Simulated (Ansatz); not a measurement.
# CH6Si (singlet): from Hartree-Fock to the top rungs, cc-pV(D+d)Z

One table from this session's results is given with a row withheld; the runs are named, their logs left out.

Computed with Ansatz 0.2.0, Gaussian basis. Level: cc-pV(D+d)Z, core rule «outside noble gas», up to 6 orbitals frozen.

The runs, in order: UHF; CCSD(T) on RHF; CCSDT(Q) on RHF; CCSDTQ on RHF.

2 further runs of the same task are left out: 2 set aside as unsound or not needed.

## What is computed

The geometry is an MP2(full)/6-31G* stationary point (not a proven minimum).

8 atoms, charge 0, spin multiplicity 1.

Atoms are counted from 1 here; the program's logs count them from 0.

Bond lengths: C1–Si2 1.880 Å, C1–H3 1.092 Å, C1–H4 1.092 Å, C1–H5 1.092 Å, Si2–H6 1.486 Å, Si2–H7 1.486 Å, Si2–H8 1.486 Å. Angles: Si2–C1–H3 111.0°, Si2–C1–H4 111.0°, Si2–C1–H5 111.0°, H3–C1–H4 107.9°, H3–C1–H5 107.9°, H4–C1–H5 107.9°, C1–Si2–H6 110.6°, C1–Si2–H7 110.6°, C1–Si2–H8 110.6°, H6–Si2–H7 108.3°, H6–Si2–H8 108.3°, H7–Si2–H8 108.3°.

The first run:

in.yaml

```yaml
crystal:
  periodic: [false, false, false]
  atoms:
    - {symbol: C, position_ang: [0.000000, 0.000000, -1.276165]}
    - {symbol: Si, position_ang: [0.000000, 0.000000, 0.604004]}
    - {symbol: H, position_ang: [0.000000, -1.019762, -1.668062]}
    - {symbol: H, position_ang: [-0.883140, 0.509881, -1.668062]}
    - {symbol: H, position_ang: [0.883140, 0.509881, -1.668062]}
    - {symbol: H, position_ang: [0.000000, 1.391234, 1.126983]}
    - {symbol: H, position_ang: [-1.204844, -0.695617, 1.126983]}
    - {symbol: H, position_ang: [1.204844, -0.695617, 1.126983]}
basis:
  gaussian: {orbitals: "cc-pV(D+d)Z.json"}
magnetization: {spin_polarized: true, initial_magnetization: 0}
hamiltonian: {xc: hf}
output: {orbitals: {seedname: orbitals}}
```

Run with:

```console
$ ansatz run in.yaml --threads 1 --pin off --events-out ev --progress --plain --max-ram 3956MiB --backend cpu
```

Among the steps run: UHF; CCSD(T) on RHF; CCSDT(Q) on RHF; CCSDTQ on RHF.

One table of the session follows, with a row left open; its other results are not shown here.

```
   method  from RCCSDTQ (kJ/mol)
      RHF                 +814.1
     RMP2                      ?
    RCCSD                  +21.6
 RCCSD(T)                   +3.1
   RCCSDT                   +0.9
RCCSDT(Q)                    0.0
  RCCSDTQ                      0
```

Q: Estimate the row for RMP2 from the others.

The run gave: from RCCSDTQ (kJ/mol): +134.9. In the column «from RCCSDTQ (kJ/mol)» it lies between RCCSD (+21.6) and RHF (+814.1).
